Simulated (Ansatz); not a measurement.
Geometry optimisation, Ansatz, RKS B3LYP-D4/6-31G*.

input.yaml

```yaml
crystal:
  periodic: [false, false, false]
  atoms:
    - { symbol: B, position_ang: [0.109129, 0.603855, -0.273289] }
    - { symbol: H, position_ang: [-0.193658, -0.54525, 1.803256] }
    - { symbol: C, position_ang: [1.461941, -0.039039, -0.735003] }
    - { symbol: H, position_ang: [1.464167, -1.136054, -0.716179] }
    - { symbol: H, position_ang: [1.53409, 0.236323, -1.804834] }
    - { symbol: H, position_ang: [2.375452, 0.334326, -0.257491] }
    - { symbol: H, position_ang: [-0.914147, 0.042525, -0.546632] }
    - { symbol: Si, position_ang: [0.024396, 2.404281, 0.533058] }
    - { symbol: H, position_ang: [0.886898, 2.489447, 1.750936] }
    - { symbol: H, position_ang: [0.55932, 3.418168, -0.429121] }
    - { symbol: H, position_ang: [-1.338066, 2.856235, 0.93155] }
    - { symbol: H, position_ang: [0.015179, 0.123383, 1.91275] }
basis:
  gaussian: { orbitals: "6-31G*" }
hamiltonian:
  xc: b3lyp
  dispersion: d4
relax:
  f_tol: 0.03
  max_steps: 50
```

Run as:

```bash
$ ansatz run input.yaml --threads 1 --pin off --max-ram 2048MiB --backend cpu --events-out ev --progress --plain --runs-dir out
```

Task: Where does it end, and by what steps?

Result: The forces met the threshold. The force dipped under the threshold on the way, but the program's further checks kept it going. After 15 steps the energy has fallen by 0.117 eV; H12 moved furthest, 0.72 Å.

| step | energy less start (eV) | largest force component (eV/Å) | accepted |
| --- | --- | --- | --- |
| 0 | 0.0000 | 1.452 | yes |
| 1 | -0.0869 | 0.283 | yes |
| 2 | -0.1050 | 0.316 | yes |
| 3 | -0.0538 | 0.830 | no |
| 4 | -0.1092 | 0.245 | yes |
| 5 | -0.1126 | 0.047 | yes |
| 6 | -0.1142 | 0.024 | yes |
| 7 | -0.1116 | 0.301 | no |
| 8 | -0.1147 | 0.011 | yes |
| 9 | -0.1149 | 0.087 | yes |
| 10 | -0.1153 | 0.047 | yes |
| 11 | -0.1158 | 0.008 | yes |
| 12 | -0.1082 | 0.562 | no |
| 13 | -0.1164 | 0.126 | yes |
| 14 | -0.1168 | 0.072 | yes |
| 15 | -0.1173 | 0.027 | yes |

```xyz
12
Properties=species:S:1:pos:R:3
B 0.152 0.690 -0.367
H -0.570 -0.746 1.947
C 1.505 0.004 -0.747
H 1.484 -1.086 -0.627
H 1.615 0.170 -1.835
H 2.405 0.406 -0.271
H -0.865 0.134 -0.677
Si 0.059 2.537 0.468
H 1.113 2.741 1.506
H 0.317 3.545 -0.609
H -1.258 2.875 1.079
H 0.027 -0.481 2.303
```

Run time: 48 s on 1 thread of Arm Neoverse V1 (shared host), peak memory 0.14 GiB.
